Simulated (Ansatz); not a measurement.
fcc Cu, treated with r²SCAN+rVV10 (Ansatz, a quantum-chemistry and plane-wave program, plane waves, PAW).

Numerical settings: plane-wave cutoff 560 eV, 26×26×26 k mesh, Fermi–Dirac smearing 0.05 eV, no spin polarisation, scalar-relativistic PAW data made under PBE.

Computed points:

```
V (Å³/atom)  E − E_lowest (meV/atom)  P (GPa)
-----------  -----------------------  -------
10.613                         24.49    12.33
10.839                         10.43     7.71
11.064                          2.50     3.62
11.290                          0.00     0.00
11.516                          2.31    -3.21
11.742                          8.88    -6.05
11.968                         19.22    -8.57
```

### Question
Estimate the bulk modulus from the pressures at 11.064 and 11.516 Å³/atom, and compare it with a fit to all energies.

### Answer
B = −V dP/dV. Between V = 11.064 and 11.516 Å³/atom, dP/dV = (-3.21 − (3.62))/(11.516 − 11.064) = -15.1 GPa per Å³/atom; at the midpoint 11.290 Å³/atom this gives B ≈ 171 GPa. The third-order Birch–Murnaghan fit gives V0 = 11.290 Å³/atom, B0 = 170 GPa, B′ = 5.1, which lies within 1 % of that estimate.

Measured, for comparison: bulk modulus 144 GPa (0 K value with the zero-point phonon effect removed, our sources range from 140 to 145; as tabulated in Mejia-Rodriguez and Trickey (2018), arXiv:1807.09216); equilibrium volume per atom 11.62 Å³/atom (low-temperature or extrapolated to 0 K; zero-point anharmonic expansion removed; as tabulated in Csonka et al. (2009), arXiv:0903.4037). Computed (rounded) less measured: bulk modulus +18 % (+17 % to +21 % over the range), equilibrium volume per atom -2.8 %.
